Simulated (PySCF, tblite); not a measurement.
Calculations on cyanobutadiynyl radical, `C(C#CC#N)#[C]`, in the order of a workflow; each names the level of the geometry that it ran on. Settings lines and outputs come from a driver script.

Species: cyanobutadiynyl radical, C5N (doublet state).
Bonds: C1–C2 (triple), C2–C3, C3–C4 (triple), C4–C5, C5–N6 (triple).

Step 1: GFN2-xTB geometry optimisation, gas phase (tblite 0.8.0) (from a force-field or distance-geometry start)
```json
{"job": {"kind": "relax", "xc": "GFN2-xTB", "basis": "xTB"}, "charge": 0, "multiplicity": 2}
```
```
step      E/eV     max force
  0    -362.22763    3.084
  1    -362.12533    5.369
  2    -362.35091    2.056
...
 27    -362.46768    0.131
 28    -362.46800    0.143
 29    -362.46827    0.098
 30    -362.46839    0.030
 31    -362.46841    0.005
```

Energy lowered by 5.6 kcal/mol over 31 steps; largest atomic force 0.005 eV/Å at the end. «max force» is the largest atomic force in eV/Å.

Step 2: GFN2-xTB harmonic vibrations, gas phase (tblite 0.8.0) (on the GFN2-xTB geometry)
```json
{"job": {"kind": "ir", "xc": "GFN2-xTB", "basis": "xTB"}, "charge": 0, "multiplicity": 2}
```
```
(table of modes left out)
```

12 modes from 102 to 2316 cm⁻¹ (unscaled, harmonic); zero-point energy 14.9 kcal/mol; all wavenumbers are real at this level.

Step 3: PBE0-D3(BJ)/def2-SVP geometry optimisation, gas phase (PySCF 2.14.0) (from the GFN2-xTB geometry)
```json
{"job": {"xc": "PBE0", "basis": "def2-SVP", "d3": "d3bj", "grid": 1, "shake": 0.01, "kind": "geom"}, "charge": 0, "multiplicity": 2}
```
```
step   0  E = -244.52034623  max force = 0.109026
step   1  E = -244.52990432  max force = 0.026271
step   2  E = -244.53203912  max force = 0.016272
step   3  E = -244.53374428  max force = 0.010173
step   4  E = -244.53398460  max force = 0.006348
step   5  E = -244.53417341  max force = 0.000771
step   6  E = -244.53417997  max force = 0.000668
step   7  E = -244.53416822  max force = 0.001573
step   8  E = -244.53418091  max force = 0.000350
optimisation converged
```

Final energy -244.53418 Eh after 8 steps; dipole 0.55 D. Energies in Eh; «max force» is the largest Cartesian gradient component in Eh/bohr.

Question: Which step took the most CPU time, and about what did each take on Arm Neoverse V1, one thread (shared host)?

Answer: Step 3, about 100 % of the total. CPU time by step: 1: under 0.1 s, 2: under 0.1 s, 3: 40 s.

Final geometry (PBE0-D3(BJ)/def2-SVP):
```
atom  x, y, z in Å
C1    -3.0438   -0.4727    0.8980
C2    -1.8664   -0.1194    0.5160
C3    -0.5897   -0.0229    0.1609
C4     0.6013    0.0827   -0.1766
C5     1.9015    0.2008   -0.5492
N6     3.0212    0.3018   -0.8678
```

 (This holds for the electronic-property runs.)
